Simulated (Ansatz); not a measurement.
Ansatz (a quantum-chemistry and plane-wave program) input (CCSD(T)/aug-cc-pVDZ):

Ansatz 0.2 input:
```yaml
crystal:
  periodic: [false, false, false]
  atoms:
    - {symbol: N, position_ang: [-0.00181269, 0.00359022, 1.22722463]}
    - {symbol: C, position_ang: [0.00162323, 1.08102868, 0.39732440]}
    - {symbol: C, position_ang: [-0.00280630, -1.07868549, 0.40363605]}
    - {symbol: C, position_ang: [0.00285416, 0.70543113, -0.95100856]}
    - {symbol: C, position_ang: [-0.00005088, -0.71098333, -0.94686916]}
    - {symbol: H, position_ang: [0.00308933, 2.08907821, 0.79989107]}
    - {symbol: H, position_ang: [-0.00547032, -2.08436240, 0.81208774]}
    - {symbol: H, position_ang: [0.00547332, 1.35944646, -1.81451217]}
    - {symbol: H, position_ang: [-0.00012480, -1.37003976, -1.80653539]}
basis:
  gaussian:
    orbitals: aug-cc-pVDZ
total_charge: -1
magnetization: {spin_polarized: false}
correlation: {method: ccsd_t, electrons: outside_noble_gas}
output: {forces: true}
```

End of the output:

```
integrals: 0.45 GiB planned
1522 factors; integrals over basis functions are off by at most 5.8e-4 eV
mean field: 0.70 GiB planned
mean field evaluation 1: about -5664.1748 eV, gradient 2.7e1 eV
mean field evaluation 2: about -5664.1762 eV, gradient 2.7e1 eV
mean field evaluation 4: about -5666.5929 eV, gradient 4.5e0 eV
mean field evaluation 8: about -5666.6513 eV, gradient 4.8e-4 eV
mean field evaluation 16: about -5666.6495 eV, gradient 3.0e-1 eV
mean field -5666.65130667 eV, -208.2455945261 hartree, gradient 1.4e-6 eV, S^2 0.000000; 0 other end points of the search recorded, 0 dependent functions left out
5 core orbitals not correlated
reference -5666.65130667 eV, -208.2455945261 hartree; 13, 13 occupied and 133, 133 virtual orbitals, 1522 factors
densities: 2.59 GiB planned
second order -20.15551408 eV of doubles, -0.00000000 eV of singles
coupled cluster: 1.36 GiB planned
cycle   1  -19.94635203 eV  change    2.1e-1 eV  update   1.1e-1
cycle   2  -20.51711427 eV  change   -5.7e-1 eV  update   3.4e-2
cycle   3  -20.64492022 eV  change   -1.3e-1 eV  update   1.6e-2
cycle   4  -20.64177397 eV  change    3.1e-3 eV  update   4.7e-3
cycle   5  -20.64073059 eV  change    1.0e-3 eV  update   2.6e-3
cycle   6  -20.64175878 eV  change   -1.0e-3 eV  update   9.4e-4
cycle   7  -20.64145419 eV  change    3.0e-4 eV  update   4.5e-4
cycle   8  -20.64118826 eV  change    2.7e-4 eV  update   1.7e-4
cycle   9  -20.64119261 eV  change   -4.3e-6 eV  update   6.6e-5
cycle  10  -20.64124546 eV  change   -5.3e-5 eV  update   2.7e-5
cycle  11  -20.64120489 eV  change    4.1e-5 eV  update   1.2e-5
cycle  12  -20.64121263 eV  change   -7.7e-6 eV  update   4.8e-6
perturbative correction -0.99722186 eV, -0.0366472276 hartree
the calculation of the forces begins
Total energy: -5688.28974117 eV, -209.0407923266 hartree
Atom 0 at    -0.001813     0.003590     1.227225 Å, force    -0.001865     0.003693     1.262419 eV/Å
Atom 1 at     0.001623     1.081029     0.397324 Å, force     0.000929     0.593383     0.192745 eV/Å
Atom 2 at    -0.002806    -1.078685     0.403636 Å, force    -0.001503    -0.592245     0.196210 eV/Å
Atom 3 at     0.002854     0.705431    -0.951009 Å, force     0.001628     0.367765    -0.590047 eV/Å
Atom 4 at    -0.000051    -0.710983    -0.946869 Å, force     0.000112    -0.371211    -0.587887 eV/Å
Atom 5 at     0.003089     2.089078     0.799891 Å, force     0.000650     0.446953     0.178498 eV/Å
Atom 6 at    -0.005470    -2.084362     0.812088 Å, force    -0.001181    -0.445901     0.181108 eV/Å
Atom 7 at     0.005473     1.359446    -1.814512 Å, force     0.001295     0.330146    -0.417492 eV/Å
Atom 8 at    -0.000125    -1.370040    -1.806535 Å, force    -0.000064    -0.332583    -0.415555 eV/Å
Dipole moment:     0.000575    -0.001139    -0.389287 e Å
```

It need not be the lowest isomer of its formula. Whether it binds its extra electron was not tested at this geometry.
